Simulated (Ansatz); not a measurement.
## Smallest direct gap on the k points sampled of zinc-blende ZnS at several levels of theory

No measured value is used here.

```tsv
level (code)	value (eV)	cell (Å³/atom)
LDA (Ansatz)	1.85	19.78
PBE (Ansatz)	2.10	19.78
revPBE (Ansatz)	2.03	20.71
rVV10 (Ansatz)	1.77	20.27
r²SCAN+rVV10 (Ansatz)	2.70	19.34
HSE06 (Ansatz)	3.32	19.78
r²SCAN0 (Ansatz)	4.32	19.78
r²SCANh (Ansatz)	3.36	19.58
Hartree–Fock (Ansatz)	10.20	19.78
```

Computed values are for a static lattice.  Values are at the measured cell; revPBE at the level's own equilibrium cell; rVV10 at the level's own relaxed cell; r²SCAN+rVV10 at the level's own relaxed cell; r²SCANh at the level's own relaxed cell. Cutoffs and k meshes differ between the levels. Ansatz's density-functional and Hartree–Fock values are scalar-relativistic unless marked +SOC, with PAW data made under PBE.

Ansatz is an electronic-structure program.
